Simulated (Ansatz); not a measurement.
# One element changed: vertical ionisation energies of HOC, HOSi

Ansatz 0.2.0, functionals in def2-QZVPP, HF, MP2 and coupled cluster extrapolated from def2-TZVPP and def2-QZVPP (exp(−7.88 √X), X^−2.97); geometries are PBE0/def2-TZVP minima. Wave-function levels freeze the cores; HF, MP2 and coupled cluster are restricted for singlets and unrestricted otherwise, Kohn–Sham unrestricted where that lies lower. The best estimate adds to that CCSD(T) limit the step from CCSD(T) to the highest level run in a smaller set (CCSDT(Q)/cc-pVTZ). It lacks core correlation, which semilocal and hybrid functionals hold and which counts in their errors here, (a few kJ/mol in atomization energies of light atoms) is good to about 1 kcal/mol where the step is under 0.06 eV, as here, and is no measured value. An error is the level's value less this estimate. Energies are electronic, without zero-point terms. No spin–orbit coupling and no scalar relativity. B2PLYP's MP2 part freezes the cores and isn't at its limit in this set. CCSD(T)'s error is that step with its sign reversed, by construction, and steps from double-zeta sets run high. The species are chosen: bound, without strong static correlation by their natural occupations or amplitudes, in their lowest spin state as far as vertical gaps and like structures tell, with only the lowest ion state computed, and with a ladder that closes on the reference, so errors are smaller than for species at large; levels whose determinant breaks symmetry or spin markedly are left out.

```json
{"species": "HOC, doublet", "bonds (Å)": "C–O 1.265, O–H 0.984, angle at O 114°", "quantity": "vertical ionisation to the singlet", "symmetry of the states": "A' / A'", "reference": "limit + step to CCSDT(Q)/cc-pVTZ", "value (eV)": "8.445", "error MP2": "-0.012", "error CCSD(T)": "0.007", "error PBE": "0.183", "error PBE0": "0.298", "error B2PLYP": "0.120"}
{"species": "HOSi, doublet", "bonds (Å)": "O–Si 1.650, O–H 0.962, angle at O 119°", "quantity": "vertical ionisation to the singlet", "symmetry of the states": "A' / A'", "reference": "limit + step to CCSDT(Q)/cc-pVTZ", "value (eV)": "7.038", "error MP2": "-0.115", "error CCSD(T)": "-0.003", "error PBE": "0.024", "error PBE0": "0.113", "error B2PLYP": "-0.072"}
```

The reference falls from C to Si, by 1.407 eV in all.
